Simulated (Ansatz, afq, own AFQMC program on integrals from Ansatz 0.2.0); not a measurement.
## The Ag2–C1 bond of AgCH₃, singlet, worked out

```xyz
5

C    -0.1724    0.0602   -0.0797
Ag    1.6428   -0.6853    0.6304
H    -0.9332   -0.0811    0.7000
H    -0.4431   -0.4952   -0.9878
H    -0.0442    1.1278   -0.3043
```

The molecule and both fragments are relaxed with PBE0/def2-SVP; the fragments keep their bonds.

Basis def2-TZVP with its core potentials. Only valence electrons are correlated. Ansatz 0.2.0 and our own AFQMC program on the same integrals; the CISD trial comes from CCSD amplitudes, and released means the phaseless constraint is let go. Error bars are statistical, one sigma. No spin–orbit coupling. The metal's outer-core s and p shells are frozen, which shifts wave-function levels against functionals.

Total energies in eV. CBS is CCSD(T) at the limit of def2-TZVPP/QZVPP (extrapolated itself); the highest rung of each member is named.

Cautions: no spin-orbit coupling; outer-core shells of the metal frozen; AgCH₃ (singlet): the released energies are still falling, so no released level is given (meV from the phaseless value at times in 1/Eh: -9 ± 4 at 0.24, -17 ± 6 at 0.60, -25 ± 7 at 1.20, -32 ± 10 at 1.80, -5 ± 18 at 2.60).

```csv
member,count,CCSD(T)/def2-TZVP,highest rung in def2-TZVP,which,CCSD(T)/CBS
"Ag, doublet",+1,-3983.5780,-3983.5827,CCSDT(Q),-3987.7741
CH3 (doublet),+1,-1081.7482,-1081.7646,CCSDT(Q),-1082.4477
"AgCH₃, singlet",-1,-5067.2090,-5067.2331,CCSDT(Q),-5072.1087
```

Q: Work out the best estimate of the bond energy: the CCSD(T)/CBS difference plus the step from CCSD(T) to the highest rung.

A: Sums with the counts: CCSD(T)/CBS 1.8869 eV, highest rung 1.8858 eV, CCSD(T)/def2-TZVP 1.8828 eV. The step is 1.8858 − 1.8828 = 0.0030 eV, so the best estimate is 1.8869 + (0.0030) = 1.8899 eV = 43.6 kcal/mol. The basis set is worth 0.004 eV of it. Zero-point, core-correlation and spin–orbit terms aren't in it.

Best estimates are given only where the step beyond CCSD(T) is under 0.3 eV and no member's determinant is very poor (T1 over 0.05, or 0.07 for open shells, ⟨S²⟩ too high by 0.3, two states mixed), so the hardest cases are missing from such tables.

CCSDT and higher add their correlation energy to the determinant of the CCSD(T) run, since their own runs factorise the integrals more tightly (a shift of under 2 meV). Each member of a difference takes its own highest rung, so a best estimate needn't equal the limit plus the step of one row. The exponents were fitted on light atoms, and def2 sets of heavy atoms don't grow evenly, so the limit is rough here.
